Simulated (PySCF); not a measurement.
Species: C₄H₈N (doublet state).
Geometry (GFN2-xTB, Å), atoms numbered from 1 in this order:
```xyz
13
C4H8N angstrom
C      2.4054   -0.2979   -0.6469
N      1.5144   -1.0439   -0.0785
C      0.2417   -0.8627    0.0625
C     -0.4566    0.4573   -0.0448
C     -1.8933    0.3979    0.4532
H      2.1715    0.4495   -1.3991
H      3.4405   -0.4975   -0.4310
H     -0.3386   -1.7325    0.3342
H     -0.4415    0.7698   -1.0974
H      0.1102    1.2122    0.5118
H     -2.3792    1.3642    0.3375
H     -2.4606   -0.3412   -0.1087
H     -1.9183    0.1253    1.5057
```

The hyperfine couplings belong to this conformer and change with its torsions.

The species is `C=N[CH]CC` [radical].

Level of theory: UKS B3LYP, pcH-1 on C H N, non-relativistic, mean-field spin-orbit, GIAO in PySCF 2.14.0. The structure is a single GFN2-xTB conformer in the gas phase; no vibrational or solvent corrections. The geometry wasn't refined by DFT: couplings that depend on bond lengths, twists or pyramidal angles can differ widely from those at the functional's own minimum. The frame is twisted about the C1–N2 bond at this geometry (dihedral H6–C1–N2–C3 = -22°); couplings at other torsion angles weren't computed. No stability test was run, so a lower SCF solution isn't excluded.

Principal values of hyperfine tensors in MHz (contact and dipolar terms together), for some of the nuclei:

| atom | isotope | A1 | A2 | A3 |
| --- | --- | --- | --- | --- |
| H9 | 1H | 68.84 | 71.01 | 76.97 |
| C3 | 13C | 13.48 | 15.32 | 148.37 |
| H10 | 1H | 28.61 | 31.09 | 38.10 |
| H7 | 1H | -52.63 | -32.94 | -5.63 |
| H6 | 1H | -48.64 | -30.46 | -6.82 |
| H8 | 1H | -49.38 | -31.24 | -4.23 |
| C4 | 13C | -17.34 | -16.90 | -12.41 |
| N2 | 14N | -9.69 | 8.86 | 24.51 |

Problem. Give the isotropic coupling of each nucleus in MHz and in mT (g = 2.0023), and the anisotropic part.

Solution. a_iso is a third of the trace, T = A − a_iso, and a(mT) = a(MHz)/(g × 13.996).

```tsv
atom	a_iso (MHz)	a_iso (mT)	T1	T2	T3
H9	72.27	2.579	-3.43	-1.26	4.70
C3	59.06	2.107	-45.58	-43.74	89.31
H10	32.60	1.163	-3.99	-1.51	5.50
H7	-30.40	-1.085	-22.23	-2.54	24.77
H6	-28.64	-1.022	-20.00	-1.82	21.82
H8	-28.28	-1.009	-21.10	-2.95	24.05
C4	-15.55	-0.555	-1.79	-1.35	3.14
N2	7.89	0.282	-17.58	0.97	16.61
```

Problem. What spin density at the nucleus of C4 lies behind its contact coupling (g_N = 1.40482)?

Solution. a_FC = (2μ0/3) gₑ μB g_N μN ρ(0)/(2S·h) = 800.24 MHz × g_N × ρ(0)/(2S), with ρ in bohr⁻³. With a_FC = -15.55 MHz and 2S = 1, ρ(0) = -0.01383 bohr⁻³.

Problem. C1 (13C, g_N = 1.40482) isn't in the table. Its spin density at the nucleus is 0.05136 bohr⁻³. What is its contact coupling?

Solution. By the same relation, a_FC = 57.7 MHz. Its full tensor has the principal values 10.61, 12.20, 150.41 MHz.

Problem. Which nucleus of the table has the largest anisotropic coupling, and what is its form?

Solution. C3: -45.6, -43.7, 89.3 MHz, nearly axial, close to the ratio −1:−1:+2, the form that spin in one p orbital centred on that nucleus gives.

Problem. What first-order splitting does H10 cause when the field lies along A1, A2 or A3 of its tensor (g taken as isotropic, no quadrupole term)?

Solution. 2 lines (I = 1/2), spaced by |A_i|/(g × 13.996): 1.02, 1.11, 1.36 mT along the axes of A1, A2 and A3.
